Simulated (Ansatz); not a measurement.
**Si2H5+ (triplet): wave-function methods side by side, cc-pVDZ**

How much of the correlation energy of Si2H5+ (triplet) does each wave-function method recover here?

Method: cc-pVDZ, core rule «outside noble gas», up to 10 orbitals frozen; program: Ansatz 0.2.0, Gaussian basis.

To be run: UHF; CCSD(T) on ROHF; CCSD(T) on UHF; BCCD(T) on ROHF; CISD; CCSDT(Q) on ROHF; CCSDT(Q) on UHF.

4 further runs of the same task are left out: 4 set aside as unsound or not needed.

### Step 1. The system

The geometry is a PBE0/def2-TZVP stationary point (not a proven minimum) of the parent state, kept for this charge and spin.

7 atoms, charge 1, spin multiplicity 3.

Atoms are counted from 1 here; the program's logs count them from 0.

Bond lengths: Si1–Si2 2.326 Å, Si1–H3 1.487 Å, Si1–H4 1.487 Å, Si1–H5 1.490 Å, Si2–H6 1.489 Å, Si2–H7 1.489 Å. Angles: Si2–Si1–H3 109.0°, Si2–Si1–H4 109.0°, Si2–Si1–H5 112.8°, H3–Si1–H4 109.0°, H3–Si1–H5 108.5°, H4–Si1–H5 108.5°, Si1–Si2–H6 114.6°, Si1–Si2–H7 114.6°, H6–Si2–H7 109.9°.

### Step 2. UHF

File in.yaml:

```yaml
crystal:
  periodic: [false, false, false]
  atoms:
    - {symbol: Si, position_ang: [-0.030510, 0.000000, 1.138318]}
    - {symbol: Si, position_ang: [0.069566, 0.000000, -1.185054]}
    - {symbol: H, position_ang: [0.662773, -1.210670, 1.652385]}
    - {symbol: H, position_ang: [0.662773, 1.210671, 1.652384]}
    - {symbol: H, position_ang: [-1.427985, 0.000001, 1.655104]}
    - {symbol: H, position_ang: [-0.492916, -1.218619, -1.828798]}
    - {symbol: H, position_ang: [-0.492916, 1.218618, -1.828799]}
basis:
  gaussian: {orbitals: cc-pVDZ}
total_charge: 1
magnetization: {spin_polarized: true, initial_magnetization: 2}
hamiltonian: {xc: hf}
output: {orbitals: {seedname: orbitals}}
```

Started as:

```console
> ansatz run in.yaml --threads 1 --pin off --events-out ev --progress --plain --max-ram 2816MiB --backend cpu
```

The runs that follow: CCSD(T) on ROHF; CCSD(T) on UHF; BCCD(T) on ROHF; CISD; CCSDT(Q) on ROHF; CCSDT(Q) on UHF.

Q: Predict the results of all the runs planned. Wanted: UCCSDT(Q) below the RHF energy; RMP2 from UCCSDT(Q); UMP2 from UCCSDT(Q); RCCSD from UCCSDT(Q); RCCSD(T) from UCCSDT(Q); UCCSD(T) from UCCSDT(Q); RCCSDT(Q) from UCCSDT(Q); T1 diagnostic.

The runs gave:

```
                         quantity                      value
   UCCSDT(Q) below the RHF energy                 -6.2532 eV
              RMP2 from UCCSDT(Q)              +147.7 kJ/mol
              UMP2 from UCCSDT(Q)              +147.2 kJ/mol
             RCCSD from UCCSDT(Q)               +19.1 kJ/mol
          RCCSD(T) from UCCSDT(Q)                +4.5 kJ/mol
          UCCSD(T) from UCCSDT(Q)                +4.5 kJ/mol
         RCCSDT(Q) from UCCSDT(Q)                +0.1 kJ/mol
levels within 1 kcal/mol (43 meV)  RCCSDT, UCCSDT, RCCSDT(Q)
                    T1 diagnostic                      0.024
```

What this shows: RCCSD(T) misses by +4.5 kJ/mol, 0.7 % of the correlation energy. These misses are within one basis, not against nature; the frozen cores of restricted and unrestricted runs differ, which can shift their rows.
